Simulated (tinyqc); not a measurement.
Ways to converge the cycle: SCF convergence aids in the sto-6g basis, for H2O, spin multiplicity 1. Computed by the program tinyqc with PySCF. RHF with one setting changed at a time; a run stops when the energy changes by less than 1e-09 hartree and the error matrix is below 1e-5. The start is the Wolfsberg-Helmholz matrix. Damping d keeps d of the old density; a shift (hartree) raises the virtual levels; DIIS n extrapolates F over n matrices.

Geometry (angstrom):

| atom | x | y | z |
|---|---|---|---|
| O | 0.0000 | 0.0000 | 0.0000 |
| H | 0.0000 | 0.7320 | 0.5060 |
| H | 0.0000 | -0.7320 | 0.5060 |

lowest restricted solution found by these runs and by PySCF = -75.654562 hartree

Largest element of the error matrix X^T (FDS - SDF) X:

| iteration | plain | damping 0.3 | damping 0.6 | shift 0.4 | DIIS 3 | DIIS 8 |
|---|---|---|---|---|---|---|
| 1 | 4.6e-01 | 4.6e-01 | 4.6e-01 | 4.6e-01 | 4.6e-01 | 4.6e-01 |
| 2 | 9.5e-02 | 1.6e-01 | 2.9e-01 | 1.3e-01 | 9.5e-02 | 9.5e-02 |
| 3 | 3.5e-02 | 7.6e-02 | 1.8e-01 | 7.2e-02 | 2.6e-02 | 2.6e-02 |
| 4 | 1.3e-02 | 4.3e-02 | 1.1e-01 | 3.7e-02 | 3.7e-03 | 3.7e-03 |
| 5 | 4.7e-03 | 2.4e-02 | 7.5e-02 | 1.9e-02 | 6.3e-04 | 2.5e-04 |
| 6 | 1.8e-03 | 1.3e-02 | 5.6e-02 | 1.0e-02 | 8.6e-06 | 6.6e-06 |
| 8 | 3.0e-04 | 4.2e-03 | 3.2e-02 | 2.9e-03 | - | - |
| 10 | 5.0e-05 | 1.3e-03 | 1.8e-02 | 9.0e-04 | - | - |
| 14 | - | 1.5e-04 | 5.5e-03 | 8.9e-05 | - | - |
| 20 | - | 6.0e-06 | 9.9e-04 | - | - | - |
| 30 | - | - | 6.1e-05 | - | - | - |

How each run ends:

| run | iterations | E (hartree) | state |
|---|---|---|---|
| plain | 12 | -75.654562 | lowest found |
| damping 0.3 | 20 | -75.654562 | lowest found |
| damping 0.6 | 40 | -75.654562 | lowest found |
| shift 0.4 | 18 | -75.654562 | lowest found |
| DIIS 3 | 7 | -75.654562 | lowest found |
| DIIS 8 | 7 | -75.654562 | lowest found |

What does the comparison show, and why?

6 of 6 runs reach the lowest restricted solution found, in 7 to 40 iterations (fastest: DIIS 3, DIIS 8). Plain steps already contract here, so damping only slows them. DIIS 3 and DIIS 8 gain by cancelling the error over several earlier matrices, much as a quasi-Newton step does.
